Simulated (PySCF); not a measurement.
Start geometry of `C#CC=S` (thiopropynal) from GFN2-xTB (Å):
```
atom  x, y, z in Å
C1     1.5421   -0.1995   -0.0604
C2     0.3599    0.0315   -0.0065
C3    -1.0161    0.2414    0.0490
S4    -2.1107   -0.9564   -0.0882
H5     2.5750   -0.3824   -0.1055
H6    -1.3470    1.2674    0.1900
```

**Question.** What comes out of this run: B3LYP/6-31+G* geometry optimisation, gas phase (PySCF)?

**Answer.** 
```
atom  x, y, z in Å
C1     1.5349   -0.1702   -0.0850
C2     0.3316   -0.0060   -0.0400
C3    -1.0618    0.2266    0.0183
S4    -2.2176   -0.9305   -0.0992
H5     2.5867   -0.3495   -0.1289
H6    -1.3514    1.2725    0.1572
```

The energy falls by 0.78 kcal/mol over 3 energy and gradient evaluations, the largest force component goes from 0.0143 to 2.3e-04 Eh/bohr, and the atoms move by 0.047 Å rms after alignment. The bond that changes most is C2–C3 (alkyne carbon to thiocarbonyl carbon), which lengthens by 0.021 Å. Bonds longer at the end by more than 0.005 Å: 5 of 5; shorter: 0. Rotational constants go from 39279, 3220, 2976 to 43184, 3063, 2860 MHz. The orientation of the end geometry is arbitrary; only internal coordinates are fixed.

The run used 80 basis functions and 22 SCF cycles in all.

No B3LYP/6-31+G* frequencies stand behind this structure, so it isn't proved a minimum.
